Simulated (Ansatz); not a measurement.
# C₃H₃F₃: basis-set convergence

An exercise on one series of results from a longer session: the logs are not shown, and one member is left open.

Method: one geometry, several basis sets; program: Ansatz 0.2.0, Gaussian basis.

Plan: PBE0-D4/def2-SVP; ωB97M-V/def2-SVP; PBE0-D4/def2-QZVPP; ωB97M-V/def2-QZVPP; the functionals' def2-TZVPP values are taken from earlier runs.

### The geometry

An earlier PBE0-D4 in a triple-zeta def2 set relaxation fixed the geometry.

SMILES `FCC=C(F)F`, 9 atoms, charge 0, spin multiplicity 1.

Atoms are counted from 1 here; the program's logs count them from 0.

Bond lengths: F1–C2 1.389 Å, C2–C3 1.482 Å, C2–H7 1.092 Å, C2–H8 1.094 Å, C3–C4 1.319 Å, C3–H9 1.082 Å, C4–F5 1.312 Å, C4–F6 1.310 Å. Angles: F1–C2–C3 110.4°, F1–C2–H7 107.9°, F1–C2–H8 106.9°, C3–C2–H7 111.5°, C3–C2–H8 110.9°, H7–C2–H8 109.1°, C2–C3–C4 123.0°, C2–C3–H9 119.8°, C4–C3–H9 117.2°, C3–C4–F5 125.6°, C3–C4–F6 124.7°, F5–C4–F6 109.8°.

The first run:

in.yaml reads:

```yaml
crystal:
  periodic: [false, false, false]
  atoms:
    - {symbol: F, position_ang: [-0.358276, -2.020931, -0.611163]}
    - {symbol: C, position_ang: [0.505434, -0.953978, -0.400205]}
    - {symbol: C, position_ang: [-0.088926, 0.010592, 0.554888]}
    - {symbol: C, position_ang: [-0.480385, 1.220713, 0.203785]}
    - {symbol: F, position_ang: [-0.387507, 1.733218, -1.000381]}
    - {symbol: F, position_ang: [-1.009204, 2.099022, 1.019950]}
    - {symbol: H, position_ang: [0.705041, -0.487803, -1.366895]}
    - {symbol: H, position_ang: [1.435664, -1.372194, -0.005432]}
    - {symbol: H, position_ang: [-0.233340, -0.274940, 1.588353]}
basis:
  gaussian: {orbitals: def2-SVP}
hamiltonian: {xc: pbe0, dispersion: d4}
output: {orbitals: {seedname: orbitals}}
```

Among the steps run: PBE0-D4 in def2-SVP; ωB97M-V in def2-SVP; PBE0-D4 in def2-QZVPP; ωB97M-V in def2-QZVPP.

One of the session's tables, all rows but one given; the rest of the session is left out.

It belongs to the step «Density functionals: the series». 

```
functional       basis  HOMO (eV)  LUMO (eV)
   PBE0-D4    def2-SVP      -7.86       0.20
   PBE0-D4  def2-TZVPP      -7.96       0.01
   PBE0-D4  def2-QZVPP      -7.99      -0.08
   ωB97M-V    def2-SVP     -10.11       2.50
   ωB97M-V  def2-TZVPP          ?          ?
   ωB97M-V  def2-QZVPP     -10.26       1.95
```

Estimate the missing values for ωB97M-V, def2-TZVPP.

**Answer.** HOMO (eV): -10.22; LUMO (eV): 2.22. In the column «HOMO (eV)» it lies between ωB97M-V, def2-QZVPP (-10.26) and ωB97M-V, def2-SVP (-10.11).
